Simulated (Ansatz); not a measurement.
Rock-salt HfN was calculated with PBEsol (Ansatz, a first-principles code, PAW).

Run with plane-wave cutoff 560 eV, 16×16×16 k mesh, Fermi–Dirac smearing 0.1 eV, perturbation theory, scalar-relativistic PAW data made under PBE.

The cell has the measured lattice: a = b = c = 4.5200 Å, α = β = γ = 90.00°.

Q: What does this level give for the zone-centre TO phonon frequency?

A: 
- zone-centre TO phonon frequency: 490 cm⁻¹

Note: the cell isn't this level's own, so it is under some stress, which shifts stiffness and frequencies.

Spin–orbit coupling is not included.
